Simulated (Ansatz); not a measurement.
**Point defect: Pt vacancy in Pt**

All numbers below come from Ansatz, DFT PBEsol, scalar-relativistic, plane waves, PAW. (420 eV cutoff, 4×4×4 k-mesh, Gaussian smearing of 0.10 eV, no spin polarisation)

Host crystal, relaxed:

```
Pt
1.0
     0.00000    1.95899    1.95899
     1.95899    0.00000    1.95899
     1.95899    1.95899    0.00000
Pt
1
Cartesian
  0.0000 0.0000 0.0000
```

Supercell of 27 atoms, rows in host cell vectors: 0 0 -3; 0 -3 0; -3 0 0. Atoms relax at the host's cell, keeping the symmetry that the supercell leaves at the site. The cell is small, so energies carry finite-size errors of tenths of an eV. The host is a metal. Atoms are taken from and returned to the elements' standard states.

Spin-orbit coupling is left out, which matters for the bands and energies of heavy elements.

Defect: Pt vacancy at (0.000, 0.000, 0.000) of the host cell.

Task: What is the formation energy of the neutral defect?

Result: 0.83 eV.

Task: Does the neutral defect carry a moment, and how do its surroundings relax?

Result: The neutral run had no spin polarisation, so a moment wasn't tested. The nearest neighbours before are 12 Pt at 2.77 Å; after relaxation the atoms near the site are 12 Pt at 2.71 Å; the largest move is 0.06 Å.

Cost: 2 runs of about 10 core-minutes in all, on AMD EPYC (Zen 3) (shared hosts).